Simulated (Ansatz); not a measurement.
## Zinc-blende CuI, zone-centre LO phonon frequency

Reference value: 149 cm⁻¹ (measured, 9 K, zero-point motion not removed, Raman; as tabulated in arXiv:2305.18931).

### Question
Put these levels in order of the zone-centre LO phonon frequency that they give for zinc-blende CuI, smallest first: LDA (Ansatz, a first-principles code), PBE (Ansatz), r²SCAN (Ansatz).

### Answer
PBE (138 cm⁻¹), r²SCAN (144 cm⁻¹), LDA (165 cm⁻¹)

Unless a cell is named, each level is at its own relaxed cell (LDA 25.18, PBE 28.08, r²SCAN 27.31 Å³/atom).

Differences against the reference: LDA +10.7 %, PBE -7.4 %, r²SCAN -3.4 %.

The measured value isn't corrected to a static lattice, so vibrations enter the comparison.  Each level is taken at its own relaxed cell. Cutoffs differ between the levels. Ansatz's density-functional and Hartree–Fock values are scalar-relativistic unless marked +SOC, with PAW data made under PBE.

Differences are worked out from the printed values.
